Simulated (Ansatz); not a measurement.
Relaxation of CH₉NSi (12 atoms, charge 0, multiplicity 1), to a largest force component of 0.02 eV/Å in at most 40 steps.

Theory: RKS B3LYP/6-31G* (Ansatz).

```xyz
12
Properties=species:S:1:pos:R:3
C -0.495 -0.278 -1.796
N 0.705 0.537 -1.879
H -0.738 -0.621 -0.780
H -0.366 -1.150 -2.436
H -1.336 0.304 -2.173
H 1.504 0.018 -1.529
H 0.603 1.366 -1.301
Si 0.023 -0.036 2.382
H 0.797 0.657 1.353
H -1.083 0.818 2.808
H 0.894 -0.334 3.516
H -0.507 -1.282 1.833
```

**Question.** Where does it end, and by what steps?

**Answer.** The run converged. After 26 steps the energy has fallen by 0.068 eV; H10 moved furthest, 1.03 Å.

| step | energy less start (eV) | largest force component (eV/Å) | accepted |
| --- | --- | --- | --- |
| 0 | 0.0000 | 0.412 | yes |
| 1 | -0.0351 | 0.138 | yes |
| 2 | -0.0390 | 0.030 | yes |
| 3 | -0.0400 | 0.028 | yes |
| 4 | -0.0408 | 0.068 | yes |
| 5 | -0.0413 | 0.051 | yes |
| 6 | -0.0419 | 0.030 | yes |
| 7 | -0.0421 | 0.058 | yes |
| 8 | -0.0425 | 0.052 | yes |
| 9 | -0.0429 | 0.047 | yes |
| 10 | -0.0420 | 0.112 | no |
| 11 | -0.0435 | 0.083 | yes |
| 12 | -0.0441 | 0.076 | yes |
| 13 | -0.0447 | 0.056 | yes |
| 14 | -0.0465 | 0.056 | yes |
| 15 | -0.0467 | 0.199 | yes |
| 16 | -0.0505 | 0.078 | yes |
| 17 | -0.0540 | 0.047 | yes |
| 18 | -0.0569 | 0.164 | yes |
| 19 | -0.0596 | 0.120 | yes |
| 20 | -0.0634 | 0.078 | yes |
| 21 | -0.0647 | 0.122 | yes |
| 22 | -0.0661 | 0.053 | yes |
| 23 | -0.0669 | 0.037 | yes |
| 24 | -0.0673 | 0.050 | yes |
| 25 | -0.0675 | 0.035 | yes |
| 26 | -0.0677 | 0.016 | yes |

```xyz
12
Properties=species:S:1:pos:R:3
C -0.625 -0.313 -1.861
N 0.484 0.594 -1.552
H -1.085 -0.822 -0.996
H -0.272 -1.085 -2.553
H -1.412 0.249 -2.376
H 1.233 0.090 -1.080
H 0.178 1.321 -0.909
Si 0.300 -0.007 2.266
H 1.624 0.594 1.959
H -0.776 0.921 1.832
H 0.190 -0.245 3.729
H 0.161 -1.297 1.542
```

Time of the run: 71 s on 1 thread of Arm Neoverse V1 (shared host), peak memory 0.14 GiB.
